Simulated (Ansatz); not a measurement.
Compare A (`NC/C(O)=C\F`) with its isomer B (`C=NC(F)OC`).

Isolated molecules relaxed with PBE0-D4/def2-TZVP in Ansatz; ΔE leaves out vibrations. CCSD(T)/CBS is the MP2 limit (def2-TZVPP, def2-QZVPP) plus CCSD(T) − MP2 in def2-TZVPP, frozen cores. DFT in def2-TZVPP. B3LYP here is the variant with VWN-RPA as its local correlation; programs differ in this. Each species was taken in one conformer, which may not be the lowest.

(1) Which isomer does CCSD(T)/CBS put lower? Give the gap. (Estimate.)

(2) Give E(B) − E(A) in kJ/mol with HF/def2-TZVPP, CCSD/def2-TZVPP, B3LYP, CCSD(T)/def2-TZVPP, PBE0-D4, ωB97M-V, r2SCAN-D4. (Estimate.)

Largest T1 diagnostic: 0.012.

Results:

(1) The calculation gave: A, by 23.8 kJ/mol.

(2) Computed: HF/def2-TZVPP -5.8, CCSD/def2-TZVPP 15.8, B3LYP 21.3, CCSD(T)/def2-TZVPP 17.4, PBE0-D4 32.9, ωB97M-V 24.3, r2SCAN-D4 25.6. The order is the other way round with HF/def2-TZVPP.

In def2-TZVPP, CCSD(T) changes the Hartree–Fock value by +23.1 kJ/mol (the triples alone add +1.6 kJ/mol) and MP2 by +28.9 kJ/mol.
